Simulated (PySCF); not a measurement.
Löwdin shares of the frontier orbitals

Species: 1-buten-3-yne, C₄H₄.
Atom-mapped SMILES: `[CH:1]#[C:2][CH:3]=[CH2:4]` (hydrogens: H5 on C1; H6 on C3; H7, H8 on C4)

Computed, not measured: TDDFT CAM-B3LYP/aug-cc-pVTZ, vertical, gas phase, core orbitals frozen in the response (PySCF 2.14.0, density-fitted response routines). Geometry: PBE0-D3(BJ)/def2-TZVP; no solvent, vibrations or thermal averaging.

Frontier orbitals with the atoms that hold most of them (Löwdin shares over 4%, at most four atoms; ? is withheld):

```tsv
orbital	ε (eV)	atoms
LUMO+2	0.55	H5 64%, H8 14%, C1 10%, C4 6%
LUMO+1	0.31	H8 30%, H6 28%, H7 17%, H5 15%
LUMO	0.00	C4 30%, C3 22%, C1 17%, C2 12%
HOMO	-8.47	?
HOMO-1	-9.47	?
HOMO-2	-11.25	C2 31%, C3 27%, C1 18%, C4 16%
HOMO-3	-12.33	C4 37%, C3 22%, H7 13%, H8 11%
```

(1) Give the leading atoms of the HOMO-1.

(2) Give the leading atoms of the HOMO.

(3) The HOMO–LUMO gap is 8.47 eV. Where does the response calculation put the lowest singlet, and from which orbitals?

(4) Give energy, strength and leading configuration of S1 and S2, and follow the Löwdin shares of the leading atoms from the occupied to the empty orbital.

## Answers

(1) C1 (bonded to C and H) 43%; C2 (bonded to 2 C) 38%; C3 (bonded to 2 C and H) 9%; H5 (bonded to C) 5%. By element: carbon 90% or more, hydrogen 5% or more.

(2) C1 (bonded to C and H) 27%; C4 (bonded to C and 2 H) 23%; C2 (bonded to 2 C) 20%; C3 (bonded to 2 C and H) 18%.

(3) S1 is at 5.46 eV (f = 0.0001), 3.01 eV below the gap, made of HOMO-1→LUMO (93%). Its leading pair isn't HOMO and LUMO; the energies of that pair differ by 9.47 eV. 

(4) 
- S1 (5.46 eV, f 0.0001), HOMO-1→LUMO (93%): C1 43% → 17%, C2 38% → 12%, C4 at most 6% → 30%, C3 9% → 22%
- S2 (5.62 eV, f 0.261), HOMO→LUMO (85%): C1 27% → 17%, C4 23% → 30%, C3 18% → 22%

Löwdin shares depend on the basis, the more so with diffuse functions.
